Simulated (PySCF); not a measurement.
Species: C5H6Cl (doublet state).
Cartesian coordinates in Å at the GFN2-xTB level; atoms count from 1:
```
atom  x, y, z in Å
C1     1.7523   -1.0977    0.4237
C2     1.4430   -0.0229   -0.2229
C3     0.3413    0.7837   -0.7425
C4    -0.9431    0.0456   -0.5012
C5    -1.7929    0.2850    0.4870
Cl6   -1.6110    1.5796    1.6112
H7     2.7815   -1.3561    0.6302
H8     1.0296   -1.8170    0.8153
H9     0.3274    1.7494   -0.2316
H10    0.4848    0.9559   -1.8129
H11   -1.1329   -0.8016   -1.1446
H12   -2.6788   -0.3044    0.6622
```

The hyperfine couplings belong to this conformer and change with its torsions.

As a line formula: `C=[C]C/C=C\Cl` [radical].

Theory: UKS B3LYP, pcH-1 on C Cl H, non-relativistic, mean-field spin-orbit, GIAO in PySCF 2.14.0. Isolated species at its GFN2-xTB geometry (one conformer only). Couplings are sensitive to structure, and on GFN2-xTB geometries they can be far from those on DFT ones. No stability test was run, so a lower SCF solution isn't excluded.

What is the g tensor, term by term?

```json
{"Δg (ppm)": "relativistic mass correction", "1": "-153", "2": "-153", "3": "-153"}
{"Δg (ppm)": "gauge correction", "1": "35", "2": "9", "3": "-4"}
{"Δg (ppm)": "orbital Zeeman/spin–orbit", "1": "-675", "2": "280", "3": "920"}
{"Δg (ppm)": "total", "1": "-794", "2": "135", "3": "762"}
```

So g = 2.00153, 2.00245, 2.00308 and g_iso = 2.00235; the tensor is rhombic: the two nearest values differ by 40 % of g3 − g1. Axes: g1 points within 14° of the C1–C2 bond.

At 9.357 GHz, how far is the centre of the isotropic spectrum from where a free electron (g = 2.002319) resonates?

B = hν/(g μB) with μB/h = 13.99624 MHz/mT gives 333.88 mT for the free electron and 333.88 mT at g_iso, the same within 0.01 mT.

What effective moment and Curie constant follow for a powder?

With the mean of g² = 4.0094 and S(S+1) = 0.75: μ_eff = √(⟨g²⟩S(S+1)) = 1.734 μB and χT = 0.12505·⟨g²⟩·S(S+1) = 0.376 cm³ K/mol (cgs; spin-Hamiltonian part alone).

How much does each term add to the isotropic shift?

The orbital-Zeeman/spin–orbit term 175, the mass correction -153 and the gauge correction 13 ppm, for a total of 35 ppm. The orbital-Zeeman/spin–orbit term is the largest in size. The mass correction is the same along every axis, so the anisotropy comes from the other two: their spans along these axes are 38 (gauge) and 1595 ppm (orbital Zeeman/spin–orbit).

In a frozen sample, at which fields do the three g values resonate at 9.5, 34, 94 and 263 GHz (hyperfine left aside), and which band first spreads them over more than twice a line width of 0.5 mT?

```csv
band,GHz,B(g3) mT,B(g2) mT,B(g1) mT,spread mT
X,9.5,338.85,338.96,339.12,0.26
Q,34.0,1212.74,1213.12,1213.69,0.94
W,94.0,3352.88,3353.93,3355.48,2.61
J,263.0,9380.92,9383.86,9388.22,7.29
```

The spread grows in proportion to the frequency. W band is the first where it exceeds 1.0 mT.

The Mulliken spin populations are largest on C2 (+0.98), C1 (-0.16) and H8 (+0.09). C2 is the only atom above +0.15.

The HOMO–LUMO gaps are 5.55 eV among the α and 5.22 eV among the β orbitals.

On one thread of an Arm Neoverse V1, shared host, this took 50 s of wall time (grids of density and orbitals included) and 0.77 GiB of memory at its peak.
